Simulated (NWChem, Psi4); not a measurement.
# How basis sets differ on C2H3N (isocyanomethane)

C2H3N: 6 atoms, total charge 0, spin state singlet. As SMILES, `[C-]#[N+]C`. The coordinates come from a PBE0-D4/def2-TZVP relaxation.

Quantity: the dipole moment, in D. The values are calculated.

Measured value to compare with: NIST CCCBDB gives the dipole moment of the gas as 3.85 D.

| level | kind | program | value (D) | computed − measured |
| --- | --- | --- | --- | --- |
| TPSSh/def2-SVP | hybrid meta-GGA | NWChem | 3.92 | +0.07 |
| TPSSh/def2-SVPD | hybrid meta-GGA | Psi4 | 3.92 | +0.07 |
| TPSSh/def2-TZVP | hybrid meta-GGA | NWChem | 3.90 | +0.05 |
| TPSSh/def2-TZVPP | hybrid meta-GGA | NWChem | 3.90 | +0.05 |

Nearest: TPSSh/def2-TZVP (+0.05 D), TPSSh/def2-TZVPP (+0.05 D); farthest: TPSSh/def2-SVPD (+0.07 D). The measured dipole is a vibrational average, so differences of a few hundredths of a debye mean little. Magnitudes only.
